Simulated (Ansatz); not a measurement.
Mulliken charges of C$_{2}$H$_{4}$FNS, SMILES `N/C=C(/F)S` from ωB97M-V/def2-TZVPP in Ansatz (PBE0-D4/def2-TZVP geometry).

```
atom   x (Å)   y (Å)   z (Å)  charge (e)
  N1   0.864   0.027   1.189      -0.231
  C2   0.761  -0.145  -0.171       0.001
  C3  -0.353  -0.020  -0.895       0.100
  F4  -0.315  -0.351  -2.207      -0.202
  S5  -1.858   0.612  -0.300      -0.149
  H6   1.751   0.375   1.514       0.129
  H7   0.072   0.489   1.613       0.123
  H8   1.661  -0.478  -0.678       0.114
  H9  -2.497  -0.556  -0.083       0.116
```

Q: By hand: the dipole of these point charges (1 e Å = 4.8032 D).

A: Σ q r = (0.241, -0.039, 0.433) e Å, of length 0.497 e Å = 2.39 D.

Q: How does the dipole of the full density compare? (Best estimate.)

A: Computed: (0.267, 0.060, 0.459) e Å, 2.57 D; the point charges give 0.93 times that, at 11° from its direction.

Point charges leave out the atoms' own dipoles, such as those of lone pairs, and Mulliken's split depends on the basis, so the close match here is no proof of good charges.
